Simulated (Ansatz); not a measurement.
# AlNH₃ (quartet): from Hartree-Fock to the top rungs at distance Al1–H4 along a hydrogen transfer = 1.475 Å, cc-pVDZ

Aim: climb from Hartree-Fock through coupled cluster and multireference methods for AlNH₃ (quartet) at one geometry and basis, and see what each rung misses.

Method: cc-pVDZ, correlated electrons: outside noble gas; program: Ansatz 0.2.0, Gaussian basis.

To be run: UHF; CCSD(T) on ROHF; CCSD(T) on UHF; BCCD(T) on ROHF; CISD; CCSDT(Q) on ROHF; CCSDT(Q) on UHF; CASSCF and MRCISD+Q, 5 electrons in 5 orbitals; CASSCF and NEVPT2, 5 electrons in 5 orbitals.

### 1 What is computed

The geometry derives from fragments relaxed apart (PBE0/def2-TZVP) and kept rigid, so it is no stationary point. A hydrogen atom is moved between rigid fragments.

5 atoms, charge 0, spin multiplicity 4.

Atoms are counted from 1 here; the program's logs count them from 0.

Bond lengths: Al1–H2 1.586 Å, Al1–H3 1.586 Å, Al1–H4 1.475 Å. Angles: H2–Al1–H3 120.0°, H2–Al1–H4 120.0°, H3–Al1–H4 120.0°.

In the tables R marks a restricted open-shell determinant and U an unrestricted one; 'pair' is the active space of 5 electrons in 5 orbitals; correlation energies count from the lowest restricted Hartree-Fock solution.

### 2 UHF

File in.yaml:

```yaml
crystal:
  periodic: [false, false, false]
  atoms:
    - {symbol: Al, position_ang: [-1.054359, 0.000000, 0.000000]}
    - {symbol: H, position_ang: [-1.847283, 1.373384, 0.000000]}
    - {symbol: H, position_ang: [-1.847283, -1.373384, 0.000000]}
    - {symbol: H, position_ang: [0.420641, 0.000000, 0.000000]}
    - {symbol: N, position_ang: [2.266641, 0.000000, 0.000000]}
basis:
  gaussian: {orbitals: cc-pVDZ}
magnetization: {spin_polarized: true, initial_magnetization: 3}
hamiltonian: {xc: hf}
output: {orbitals: {seedname: orbitals}}
```

On the command line:

```sh
$ ansatz run in.yaml --threads 1 --pin off --events-out ev --progress --plain --max-ram 2393MiB
```

Log:

```text
Functional definition: HF
  name "HF"
  cite "Fock, Z. Phys. 61, 126 (1930) doi:10.1007/BF01340294"
  parent pbe
  exchange = exact_x
  correlation = 0
444 factors; integrals over basis functions are off by at most 1.8e-3 eV
mean field evaluation 1: about -8107.7590 eV, gradient 9.0e0 eV
mean field evaluation 2: about -8107.7891 eV, gradient 9.1e0 eV
mean field evaluation 4: about -8108.9664 eV, gradient 7.7e-1 eV
mean field evaluation 8: about -8108.9853 eV, gradient 1.5e-4 eV
mean field -8108.98527750 eV, -297.9997124805 hartree, gradient 9.6e-6 eV, S^2 3.756615; 0 other end points of the search recorded, 0 dependent functions left out
reference -8108.98527750 eV, -297.9997124805 hartree; 13, 10 occupied and 34, 37 virtual orbitals, 444 factors
Total energy: -8108.98527750 eV, -297.9997124805 hartree
```

Run time: 0.33 s. Hardware: 1 thread of Arm Neoverse V2, shared host.

From the report: ⟨S²⟩ of the determinant 3.757 (pure quartet: 3.75).

### 3 CCSD(T) on ROHF

in.yaml, as its differences from that of step 2:

```diff
@@ -10,4 +10,3 @@
   gaussian: {orbitals: cc-pVDZ}
-magnetization: {spin_polarized: true, initial_magnetization: 3}
-hamiltonian: {xc: hf}
-output: {orbitals: {seedname: orbitals}}
+magnetization: {spin_polarized: false, initial_magnetization: 3}
+correlation: {method: ccsd_t, electrons: outside_noble_gas}
```

The command is unchanged.

Log, cut to the lines that bear on the results:

```text
Functional definition: HF
  name "HF"
  cite "Fock, Z. Phys. 61, 126 (1930) doi:10.1007/BF01340294"
  parent pbe
[...]
444 factors; integrals over basis functions are off by at most 1.8e-3 eV
[...]
mean field -8108.89260516 eV, -297.9963068349 hartree, gradient 1.1e-6 eV, S^2 3.750000; 0 other end points of the search recorded, 0 dependent functions left out
[...]
6 core orbitals not correlated: weight in the atoms' cores, before any rotation towards them, 1.000 or more for the frozen orbitals, at most 0.000 for the correlated occupied ones
reference -8108.89260516 eV, -297.9963068349 hartree; 7, 4 occupied and 34, 37 virtual orbitals, 444 factors
second order -4.16155989 eV of doubles, -0.05834138 eV of singles
cycle   1  -5.05528550 eV  change   -8.3e-1 eV  update   6.0e-2
[...]
cycle  10  -5.33376513 eV  change    3.1e-6 eV  update   1.1e-5
perturbative correction -0.05860831 eV, -0.0021538157 hartree
Total energy: -8114.28497860 eV, -298.1944729038 hartree
```

It took 0.99 s on 1 thread of Arm Neoverse V2, shared host.

From the report: correlation -5.3924 eV; T1 0.014; largest double amplitude 0.03.

### 4 CCSD(T) on UHF

in.yaml, as its differences from that of step 3:

```diff
@@ -10,3 +10,3 @@
   gaussian: {orbitals: cc-pVDZ}
-magnetization: {spin_polarized: false, initial_magnetization: 3}
+magnetization: {spin_polarized: true, initial_magnetization: 3}
 correlation: {method: ccsd_t, electrons: outside_noble_gas}
```

The command is unchanged.

Log, cut to the lines that bear on the results:

```text
Functional definition: HF
  name "HF"
  cite "Fock, Z. Phys. 61, 126 (1930) doi:10.1007/BF01340294"
  parent pbe
[...]
444 factors; integrals over basis functions are off by at most 1.8e-3 eV
[...]
mean field -8108.98527750 eV, -297.9997124805 hartree, gradient 6.0e-6 eV, S^2 3.756615; 0 other end points of the search recorded, 0 dependent functions left out
6 core orbitals not correlated: weight in the atoms' cores, before any rotation towards them, 1.000 or more for the frozen orbitals, at most 0.000 for the correlated occupied ones
reference -8108.98527750 eV, -297.9997124805 hartree; 7, 4 occupied and 34, 37 virtual orbitals, 444 factors
second order -4.14272175 eV of doubles, -0.00000000 eV of singles
cycle   1  -4.96153955 eV  change   -8.2e-1 eV  update   5.9e-2
[...]
cycle  10  -5.24309232 eV  change    3.4e-6 eV  update   1.1e-5
perturbative correction -0.05843316 eV, -0.0021473790 hartree
Total energy: -8114.28680297 eV, -298.1945399482 hartree
```

Wall time 0.93 s (1 thread of Arm Neoverse V2, shared host).

From the report: ⟨S²⟩ of the determinant 3.757 (pure quartet: 3.75); correlation -5.3015 eV; T1 0.009; largest double amplitude 0.03.

### 5 BCCD(T) on ROHF

in.yaml, as its differences from that of step 4:

```diff
@@ -10,3 +10,3 @@
   gaussian: {orbitals: cc-pVDZ}
-magnetization: {spin_polarized: true, initial_magnetization: 3}
-correlation: {method: ccsd_t, electrons: outside_noble_gas}
+magnetization: {spin_polarized: false, initial_magnetization: 3}
+correlation: {method: bccd_t, electrons: outside_noble_gas}
```

The command is unchanged.

Log, cut to the lines that bear on the results:

```text
Functional definition: HF
  name "HF"
  cite "Fock, Z. Phys. 61, 126 (1930) doi:10.1007/BF01340294"
  parent pbe
[...]
444 factors; integrals over basis functions are off by at most 1.8e-3 eV
[...]
mean field -8108.89260516 eV, -297.9963068349 hartree, gradient 1.1e-6 eV, S^2 3.750000; 0 other end points of the search recorded, 0 dependent functions left out
[...]
6 core orbitals not correlated: weight in the atoms' cores, before any rotation towards them, 1.000 or more for the frozen orbitals, at most 0.000 for the correlated occupied ones
reference -8108.89260516 eV, -297.9963068349 hartree; 7, 4 occupied and 34, 37 virtual orbitals, 444 factors
second order -4.16155989 eV of doubles, -0.05834138 eV of singles
cycle   1  -5.06454186 eV  change   -8.4e-1 eV  update   6.0e-2
[...]
cycle  10  -5.33180434 eV  change    2.9e-7 eV  update   1.1e-5
perturbative correction -0.06073279 eV, -0.0022318887 hartree
Total energy: -8114.28514229 eV, -298.1944789192 hartree
```

It took 1.2 s on 1 thread of Arm Neoverse V2, shared host.

From the report: correlation -5.3925 eV; largest double amplitude 0.03.

### 6 CISD

in.yaml, as its differences from that of step 5:

```diff
@@ -11,2 +11,2 @@
 magnetization: {spin_polarized: false, initial_magnetization: 3}
-correlation: {method: bccd_t, electrons: outside_noble_gas}
+correlation: {active_space: {ras: {orbitals: [4, 3, 34], electrons: 11, max_holes: 2, max_particles: 2}, fixed_orbitals: true}}
```

Launched as before.

Log:

```text
Functional definition: HF
  name "HF"
  cite "Fock, Z. Phys. 61, 126 (1930) doi:10.1007/BF01340294"
  parent pbe
  exchange = exact_x
  correlation = 0
444 factors; integrals over basis functions are off by at most 1.8e-3 eV
mean field evaluation 1: about -8106.9576 eV, gradient 1.2e1 eV
mean field evaluation 2: about -8106.9821 eV, gradient 1.2e1 eV
mean field evaluation 4: about -8108.8157 eV, gradient 2.0e0 eV
mean field evaluation 8: about -8108.8916 eV, gradient 2.8e-1 eV
mean field evaluation 16: about -8108.8926 eV, gradient 1.1e-6 eV
mean field -8108.89260516 eV, -297.9963068349 hartree, gradient 1.1e-6 eV, S^2 3.750000; 0 other end points of the search recorded, 0 dependent functions left out
reference -8108.89260516 eV, -297.9963068349 hartree; 13, 10 occupied and 34, 37 virtual orbitals, 444 factors
state -8113.90640584 eV, -298.1805606112 hartree
Total energy: -8113.90640584 eV, -298.1805606112 hartree
```

Wall time 12 s (1 thread of Arm Neoverse V2, shared host).

From the report: 63,968 determinants.

### 7 CCSDT(Q) on ROHF

in.yaml, as its differences from that of step 6:

```diff
@@ -11,2 +11,2 @@
 magnetization: {spin_polarized: false, initial_magnetization: 3}
-correlation: {active_space: {ras: {orbitals: [4, 3, 34], electrons: 11, max_holes: 2, max_particles: 2}, fixed_orbitals: true}}
+correlation: {method: ccsdt_q, electrons: outside_noble_gas}
```

Same command.

Log, cut to the lines that bear on the results:

```text
Functional definition: HF
  name "HF"
  cite "Fock, Z. Phys. 61, 126 (1930) doi:10.1007/BF01340294"
  parent pbe
[...]
861 factors; integrals over basis functions are off by at most 2.3e-7 eV
[...]
mean field -8108.89267669 eV, -297.9963094634 hartree, gradient 1.1e-6 eV, S^2 3.750000; 0 other end points of the search recorded, 0 dependent functions left out
[...]
6 core orbitals not correlated: weight in the atoms' cores, before any rotation towards them, 1.000 or more for the frozen orbitals, at most 0.000 for the correlated occupied ones
reference -8108.89267669 eV, -297.9963094634 hartree; 7, 4 occupied and 34, 37 virtual orbitals, 861 factors
second order -4.16160748 eV of doubles, -0.05834094 eV of singles
cycle   1  -5.05529164 eV  change   -8.3e-1 eV  update   6.2e-2
[...]
cycle  17  -5.40852027 eV  change    7.5e-7 eV  update   8.6e-7
perturbative correction -0.00200407 eV, -0.0000736481 hartree
Total energy: -8114.30320103 eV, -298.1951425654 hartree
```

Run time: 36 s. Hardware: 1 thread of Arm Neoverse V2, shared host; peak memory 0.59 GiB.

From the report: correlation -5.4105 eV; T1 0.015; largest double amplitude 0.04.

### 8 CCSDT(Q) on UHF

in.yaml, as its differences from that of step 7:

```diff
@@ -10,3 +10,3 @@
   gaussian: {orbitals: cc-pVDZ}
-magnetization: {spin_polarized: false, initial_magnetization: 3}
+magnetization: {spin_polarized: true, initial_magnetization: 3}
 correlation: {method: ccsdt_q, electrons: outside_noble_gas}
```

Same command.

Log, cut to the lines that bear on the results:

```text
Functional definition: HF
  name "HF"
  cite "Fock, Z. Phys. 61, 126 (1930) doi:10.1007/BF01340294"
  parent pbe
[...]
861 factors; integrals over basis functions are off by at most 2.3e-7 eV
[...]
mean field -8108.98534799 eV, -297.9997150710 hartree, gradient 6.0e-6 eV, S^2 3.756614; 0 other end points of the search recorded, 0 dependent functions left out
6 core orbitals not correlated: weight in the atoms' cores, before any rotation towards them, 1.000 or more for the frozen orbitals, at most 0.000 for the correlated occupied ones
reference -8108.98534799 eV, -297.9997150710 hartree; 7, 4 occupied and 34, 37 virtual orbitals, 861 factors
second order -4.14276945 eV of doubles, -0.00000000 eV of singles
cycle   1  -4.96154646 eV  change   -8.2e-1 eV  update   6.2e-2
[...]
cycle  17  -5.31767018 eV  change    7.4e-7 eV  update   1.2e-6
perturbative correction -0.00205059 eV, -0.0000753578 hartree
Total energy: -8114.30506876 eV, -298.1952112036 hartree
```

It took 30 s on 1 thread of Arm Neoverse V2, shared host; peak memory 0.47 GiB.

From the report: ⟨S²⟩ of the determinant 3.757 (pure quartet: 3.75); correlation -5.3197 eV; T1 0.010; largest double amplitude 0.04.

### 9 CASSCF and MRCISD+Q, 5 electrons in 5 orbitals

in.yaml, as its differences from that of step 8:

```diff
@@ -10,3 +10,3 @@
   gaussian: {orbitals: cc-pVDZ}
-magnetization: {spin_polarized: true, initial_magnetization: 3}
-correlation: {method: ccsdt_q, electrons: outside_noble_gas}
+magnetization: {spin_polarized: false, initial_magnetization: 3}
+correlation: {method: fic_mrcisd_q, electrons: outside_noble_gas, active_space: {window: {electrons: 5, orbitals: 5}}}
```

Same command.

Log, cut to the lines that bear on the results:

```text
Functional definition: HF
  name "HF"
  cite "Fock, Z. Phys. 61, 126 (1930) doi:10.1007/BF01340294"
  parent pbe
[...]
444 factors; integrals over basis functions are off by at most 1.8e-3 eV
[...]
mean field -8108.89260516 eV, -297.9963068349 hartree, gradient 1.1e-6 eV, S^2 3.750000; 0 other end points of the search recorded, 0 dependent functions left out
reference -8108.89260516 eV, -297.9963068349 hartree; 13, 10 occupied and 34, 37 virtual orbitals, 444 factors
state -8109.25871913 eV, -298.0097612749 hartree
contracted CI cycle   1: correlation 0.00000000 eV, 0.0000000000 hartree, residual 1.85e1 eV
contracted CI cycle   2: correlation -4.60294471 eV, -0.1691550983 hartree, residual 2.22e0 eV
contracted CI cycle   3: correlation -4.68792873 eV, -0.1722782032 hartree, residual 7.19e-1 eV
contracted CI cycle   4: correlation -4.69692320 eV, -0.1726087437 hartree, residual 2.04e-1 eV
contracted CI cycle   5: correlation -4.69777963 eV, -0.1726402170 hartree, residual 6.57e-2 eV
contracted CI cycle   6: correlation -4.69786666 eV, -0.1726434156 hartree, residual 2.36e-2 eV
contracted CI cycle   7: correlation -4.69787752 eV, -0.1726438146 hartree, residual 8.20e-3 eV
contracted CI cycle   8: correlation -4.69787890 eV, -0.1726438651 hartree, residual 2.66e-3 eV
contracted CI cycle   9: correlation -4.69787902 eV, -0.1726438697 hartree, residual 7.27e-4 eV
state -8109.25871913 eV, -298.0097612749 hartree; corrected -8114.32467660 eV, -298.1959317782 hartree
Total energy: -8114.32467660 eV, -298.1959317782 hartree
```

Run time: 1.7 s. Hardware: 1 thread of Arm Neoverse V2, shared host.

From the report: 17 determinants; active occupations 1.98, 1.00, 1.00, 1.00, 0.02.

### 10 CASSCF and NEVPT2, 5 electrons in 5 orbitals

in.yaml, as its differences from that of step 9:

```diff
@@ -11,2 +11,2 @@
 magnetization: {spin_polarized: false, initial_magnetization: 3}
-correlation: {method: fic_mrcisd_q, electrons: outside_noble_gas, active_space: {window: {electrons: 5, orbitals: 5}}}
+correlation: {method: sc_nevpt2, electrons: outside_noble_gas, active_space: {window: {electrons: 5, orbitals: 5}}}
```

Same command.

Log:

```text
Functional definition: HF
  name "HF"
  cite "Fock, Z. Phys. 61, 126 (1930) doi:10.1007/BF01340294"
  parent pbe
  exchange = exact_x
  correlation = 0
444 factors; integrals over basis functions are off by at most 1.8e-3 eV
mean field evaluation 1: about -8106.9576 eV, gradient 1.2e1 eV
mean field evaluation 2: about -8106.9821 eV, gradient 1.2e1 eV
mean field evaluation 4: about -8108.8157 eV, gradient 2.0e0 eV
mean field evaluation 8: about -8108.8916 eV, gradient 2.8e-1 eV
mean field evaluation 16: about -8108.8926 eV, gradient 1.1e-6 eV
mean field -8108.89260516 eV, -297.9963068349 hartree, gradient 1.1e-6 eV, S^2 3.750000; 0 other end points of the search recorded, 0 dependent functions left out
reference -8108.89260516 eV, -297.9963068349 hartree; 13, 10 occupied and 34, 37 virtual orbitals, 444 factors
state -8109.25871913 eV, -298.0097612749 hartree
state -8109.25871913 eV, -298.0097612749 hartree; corrected -8113.12845463 eV, -298.1519714317 hartree
Total energy: -8113.12845463 eV, -298.1519714317 hartree
```

Run time: 1.3 s. Hardware: 1 thread of Arm Neoverse V2, shared host.

From the report: 17 determinants; active occupations 1.98, 1.00, 1.00, 1.00, 0.02.

### 11 Misses and costs

The yardstick is UCCSDT(Q), where the cluster series has nearly closed. Rows without a time come out of other runs: HF, MP2 and CCSD of CCSD(T), CCSDT of CCSDT(Q), CASSCF and MRCISD of the multireference runs.

Differences are taken before rounding.

```tsv
method	energy from the lowest RHF (meV)	from UCCSDT(Q) (meV)	time
RHF	0.0	+5412.5	
UHF	-92.7	+5319.8	
RMP2	-4219.9	+1192.6	
UMP2	-4235.4	+1177.1	
CISD	-5013.8	+398.7	12 s
RCCSD	-5333.8	+78.7	
UCCSD	-5335.8	+76.7	
RCCSD(T)	-5392.4	+20.1	0.99 s
UCCSD(T)	-5394.2	+18.3	0.93 s
BCCD(T)	-5392.5	+19.9	1.2 s
RCCSDT	-5408.5	+3.9	
UCCSDT	-5410.3	+2.1	
RCCSDT(Q)	-5410.6	+1.9	36 s
UCCSDT(Q)	-5412.5	0	30 s
CASSCF pair	-366.1	+5046.3	
NEVPT2 pair	-4235.8	+1176.6	1.3 s
MRCISD pair	-5064.0	+348.5	
MRCISD+Q pair	-5432.1	-19.6	1.7 s
```

Levels quicker than the yardstick that no quicker level beats, quickest first: UCCSD(T) (0.93 s, +18.3 meV).

### 12 What came out

```
                                      quantity                                                                  value
                 correlation energy, UCCSDT(Q)                                                             -5.4125 eV
                           RMP2 from UCCSDT(Q)                                                            +1192.6 meV
                           UMP2 from UCCSDT(Q)                                                            +1177.1 meV
                          RCCSD from UCCSDT(Q)                                                              +78.7 meV
                       RCCSD(T) from UCCSDT(Q)                                                              +20.1 meV
                       UCCSD(T) from UCCSDT(Q)                                                              +18.3 meV
                      RCCSDT(Q) from UCCSDT(Q)                                                               +1.9 meV
                    NEVPT2 pair from UCCSDT(Q)                                                            +1176.6 meV
                  MRCISD+Q pair from UCCSDT(Q)                                                              -19.6 meV
levels of the table within 1 kcal/mol (43 meV)  RCCSD(T), UCCSD(T), BCCD(T), RCCSDT, UCCSDT, RCCSDT(Q), MRCISD+Q pair
                                 T1 diagnostic                                                                  0.014
```

RCCSD(T) misses by +20.1 meV, 0.4 % of the correlation energy. Of the multireference levels listed MRCISD+Q pair comes nearest in total energy (-19.6 meV), which doesn't show that its space is the better one. These misses are within one basis, not against nature; the frozen cores of restricted and unrestricted runs differ, which can shift their rows.

For cost: UCCSD(T) gets within 18.3 meV in 0.93 s, where UCCSDT(Q) took 30 s.
